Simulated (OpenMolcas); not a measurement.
# One shape, several levels: C2H5F (SMILES CCF)

Aim: a comparison of 6 runs (HF/STO-3G, B3LYP/6-31G*, B2PLYP/aug-cc-pVDZ, B3LYP/aug-cc-pVDZ, BHLYP/aug-cc-pVDZ, r2SCAN/aug-cc-pVDZ) of C2H5F. 

The calculation is run with OpenMolcas 26.06.

1 further run of the same task is left out (set aside as unsound or not needed).

## (1) The system as given

C2H5F has 8 atoms, charge 0, and is taken as a singlet. SMILES: `CCF`. Geometry: relaxed at PBE0-D4/def2-TZVP.

Bond lengths: C1–C2 1.504 Å, C2–F3 1.386 Å, C1–H4 1.093 Å, C1–H5 1.092 Å, C1–H6 1.091 Å, C2–H7 1.094 Å, C2–H8 1.094 Å. Some angles: C1–C2–F3 110.1°, C1–C2–H7 111.6°, C1–C2–H8 111.6°, F3–C2–H7 107.4°, F3–C2–H8 107.4°, C2–C1–H4 109.9°, C2–C1–H5 110.8°, C2–C1–H6 110.8°, H7–C2–H8 108.6°, H4–C1–H5 108.4°.

## (2) Energy and forces at HF/STO-3G (run 1)

input.xyz

```xyz
8

C     -0.431700     0.566900    -0.264600
C      0.378400    -0.599100     0.230500
F      1.663300    -0.186400     0.546500
H     -1.443900     0.237400    -0.512600
H      0.018600     0.998500    -1.160400
H     -0.500300     1.343000     0.499800
H      0.464000    -1.381500    -0.529800
H     -0.056300    -1.036000     1.134800
```

run.inp

```
&GATEWAY
 BasLib = $CurrDir
 Coord = input.xyz
 Basis = STO-3G
 Group = NoSym

&SEWARD

&SCF
 Thresholds = 1e-10 1e-07 1e-07 1e-05
 PrOrbitals = 1 2

&ALASKA
```

The basis set STO-3G is read from a file made from the Basis Set Exchange's data (not shown).

On the command line:

```console
$ export MOLCAS_MEM=1860
$ pymolcas run.inp > run.log
```

The program printed:

```text
--- Start Module: gateway ---
[...]
--- Stop Module: gateway /rc=_RC_ALL_IS_WELL_ ---
[...]
      Basis functions           20
[...]
--- Start Module: scf ---
[...]
       Convergence after  11 Iterations
[...]
::    Total SCF energy                               -175.7514870384
[...]
      Total spin, S                                     0.0000000000
[...]
      Total electronic charge=   26.000000
      Total            charge=   -0.000000
[...]
      Dipole Moment (debye):
      Origin of the operator (angstrom)=    0.6127   -0.0784    0.1957
                   X= -1.1690E+00               Y= -2.3871E-01               Z= -3.1589E-01           Total=  1.2343E+00
      Quadrupole Moment (debye*angstrom):
[...]
--- Stop Module: scf /rc=_RC_ALL_IS_WELL_ ---
--- Start Module: alaska ---
[...]
 *              Molecular gradients               *
 **************************************************
  Irreducible representation: a
 ------------------------------------------------------------------------------------------
                              X                       Y                       Z
 ------------------------------------------------------------------------------------------
  C1                2.69472982255063E-02   -2.42708210278857E-02    1.35382559560404E-02
  C2               -2.91861384718279E-02    1.85063988508674E-02   -1.30168667642901E-02
  F3               -7.15283568257341E-03   -2.75998214487583E-03   -1.65625150569859E-03
  H4               -5.41183535316092E-03   -3.19747711546448E-03   -1.02988282650962E-03
  H5                1.86771378635253E-03    1.83231189155553E-03   -4.62087237066777E-03
  H6               -7.75656712637574E-04    3.54869258573753E-03    3.78600225980907E-03
  H7                6.39306687066632E-03    3.48130838519678E-03    2.99273429508773E-03
  H8                7.31838733766632E-03    2.85956857485092E-03    6.88095623013751E-06
[...]
--- Stop Module: alaska /rc=_RC_ALL_IS_WELL_ ---
[...]
```

Wall time 1.8 s (1 thread of Arm Neoverse V1, shared host); peak memory 0.37 GiB.

## (3) Energy and gradient at B3LYP/6-31G(d) (Cartesian functions) (run 2)

mol.xyz

```xyz
8

C     -0.431700     0.566900    -0.264600
C      0.378400    -0.599100     0.230500
F      1.663300    -0.186400     0.546500
H     -1.443900     0.237400    -0.512600
H      0.018600     0.998500    -1.160400
H     -0.500300     1.343000     0.499800
H      0.464000    -1.381500    -0.529800
H     -0.056300    -1.036000     1.134800
```

test.input

```
* C2H5F Kohn-Sham DFT
>>> EXPORT MOLCAS_PRINT=2

&gateway
  baslib
  $CurrDir
  coord
  mol.xyz
  basis
  6-31Gs
  group
  NoSym

&seward
  gridinput
  Grid=UltraFine
  End of Grid

&scf
  ksdft
  B3LYP
  thresholds
  1e-10 1e-07 1e-07 1e-05
  prorbitals
  0

&alaska
```

The basis set 6-31G* is read from a file made from the Basis Set Exchange's data (not shown).

On the command line:

```console
$ export MOLCAS_MEM=1860
$ pymolcas test.input > test.log
```

The program printed:

```text
--- Start Module: gateway ---
[...]
--- Stop Module: gateway /rc=_RC_ALL_IS_WELL_ ---
[...]
      Basis functions           55
[...]
--- Start Module: scf ---
[...]
       Convergence after  13 Iterations
[...]
::    Total KS-DFT energy                            -179.0562069162
[...]
      Total spin, S                                     0.0000000000
[...]
      Total electronic charge=   26.000000
      Total            charge=   -0.000000
[...]
      Dipole Moment (debye):
      Origin of the operator (angstrom)=    0.6127   -0.0784    0.1957
                   X= -1.6123E+00               Y= -3.2332E-01               Z= -4.3686E-01           Total=  1.7014E+00
      Quadrupole Moment (debye*angstrom):
[...]
--- Stop Module: scf /rc=_RC_ALL_IS_WELL_ ---
[...]
--- Start Module: alaska ---
[...]
 *              Molecular gradients               *
 **************************************************
  Irreducible representation: a
 ------------------------------------------------------------------------------------------
                              X                       Y                       Z
 ------------------------------------------------------------------------------------------
  C1                3.38403081238159E-03   -2.05997272267489E-03    1.54200047457476E-03
  C2               -2.18172926956850E-03    4.62886897670955E-03   -1.68289307673047E-03
  F3               -6.32160102334112E-03   -3.02055409925539E-03   -1.34336166012883E-03
  H4                2.38394875154047E-03   -1.13791969970523E-04    7.68053686246439E-04
  H5               -9.76643495556928E-04   -1.15014508216427E-03    1.61870561719102E-03
  H6               -5.34311020515821E-05   -1.79106929160699E-03   -1.37268067105367E-03
  H7                1.48789911573291E-03    2.01714950415433E-03    1.50540955199441E-03
  H8                2.27752621082855E-03    1.48951468485059E-03   -1.03523392210558E-03
[...]
--- Stop Module: alaska /rc=_RC_ALL_IS_WELL_ ---
[...]
```

Run time: 20 s. Hardware: 1 thread of Arm Neoverse V1, shared host; peak memory 0.39 GiB.

Runs 3 to 5 aren't shown in full; the table further down has their settings and results.

## (4) Energy and gradient at r2SCAN/aug-cc-pVDZ (run 6)

mol.xyz is that of step 3.

test.input

```
&GATEWAY
 BasLib = $CurrDir
 Coord = mol.xyz
 Basis = aug-cc-pVDZ
 Group = NoSym

&SEWARD
 GridInput
 Grid=UltraFine
 End of Grid

&SCF
 KSDFT = 2
 1.0 MGGA_X_R2SCAN
 1.0 MGGA_C_R2SCAN
 Thresholds = 1e-10 1e-07 1e-07 1e-05
 PrOrbitals = 1 2

&ALASKA
```

The basis set aug-cc-pVDZ is read from a file made from the Basis Set Exchange's data (not shown).

On the command line:

```console
$ export MOLCAS_MEM=1860
$ pymolcas test.input > test.log
```

The program printed:

```text
--- Start Module: gateway ---
[...]
--- Stop Module: gateway /rc=_RC_ALL_IS_WELL_ ---
[...]
      Basis functions          114
[...]
--- Start Module: scf ---
[...]
       Convergence after  13 Iterations
[...]
::    Total KS-DFT energy                            -178.9858860803
[...]
      Total spin, S                                     0.0000000000
[...]
      Total electronic charge=   26.000000
      Total            charge=   -0.000000
[...]
      Dipole Moment (debye):
      Origin of the operator (angstrom)=    0.6127   -0.0784    0.1957
                   X= -1.7830E+00               Y= -3.4362E-01               Z= -4.8600E-01           Total=  1.8797E+00
      Quadrupole Moment (debye*angstrom):
[...]
--- Stop Module: scf /rc=_RC_ALL_IS_WELL_ ---
[...]
--- Start Module: alaska ---
[...]
 *              Molecular gradients               *
 **************************************************
  Irreducible representation: a
 ------------------------------------------------------------------------------------------
                              X                       Y                       Z
 ------------------------------------------------------------------------------------------
  C1               -5.75101892274610E-04   -4.62438823663369E-04   -2.73173523384074E-05
  C2                1.12263699145139E-02    2.62720633760516E-03    2.92475148187876E-03
  F3               -1.36944113722208E-02   -4.43567632931896E-03   -3.35482559353961E-03
  H4                4.04621410258299E-03    1.62228253973734E-03    9.27649671544351E-04
  H5               -1.91765214294132E-03   -1.70709914565648E-03    3.78099521414033E-03
  H6                2.88309474440029E-04   -3.20078842791771E-03   -3.31474504205054E-03
  H7               -9.06831365158817E-04    3.59035502589178E-03    3.44200959785579E-03
  H8                1.53310328102774E-03    1.96615882336437E-03   -4.37851797747246E-03
[...]
--- Stop Module: alaska /rc=_RC_ALL_IS_WELL_ ---
[...]
```

It took 82 s on 1 thread of Arm Neoverse V1, shared host; peak memory 0.69 GiB.

## (5) Overview of the runs

| run | level | Cartesian functions | integration grid | energy (Eh) | dipole moment (D) | HOMO energy (eV) | LUMO energy (eV) | wall time |
| --- | --- | --- | --- | --- | --- | --- | --- | --- |
| 1 | HF/STO-3G | no | – | -175.751487 | 1.23 | -10.96 | 15.32 | 1.8 s |
| 2 | B3LYP/6-31G* (Cartesian functions) | yes | UltraFine | -179.056207 | 1.70 | -8.73 | 2.79 | 20 s |
| 3 | B2PLYP/aug-cc-pVDZ | no | UltraFine | -178.918965 | 2.03 | -10.99 | 0.33 | 46 s |
| 4 | B3LYP/aug-cc-pVDZ | no | UltraFine | -179.085289 | 1.93 | -9.17 | -0.26 | 61 s |
| 5 | BHLYP/aug-cc-pVDZ | no | UltraFine | -178.991631 | 2.03 | -11.01 | 0.22 | 56 s |
| 6 | r2SCAN/aug-cc-pVDZ | no | UltraFine | -178.985886 | 1.88 | -8.05 | 0.31 | 82 s |

## (6) Summary of results

```
                       quantity          value
            run 6: total energy  -178.98589 Eh
           run 6: dipole moment         1.88 D
             run 6: HOMO energy       -8.05 eV
             run 6: LUMO energy        0.31 eV
           run 6: HOMO–LUMO gap        8.36 eV
run 6: largest force on an atom     0.760 eV/Å
```

**Reading.** The dipole moment (its size) runs from 1.23 D (HF/STO-3G) to 2.03 D (BHLYP/aug-cc-pVDZ). The two ends differ in method and basis. The HOMO–LUMO gap runs from 8.36 eV (r2SCAN/aug-cc-pVDZ) to 26.28 eV (HF/STO-3G). For B2PLYP the log adds the whole second-order term; the table takes 0.27 of it, as the functional is defined. Totals of different functionals can't be ranked against each other. In run 1 the basis is minimal, so the values are rough. All runs together took 4.4 min, the longest 82 s.
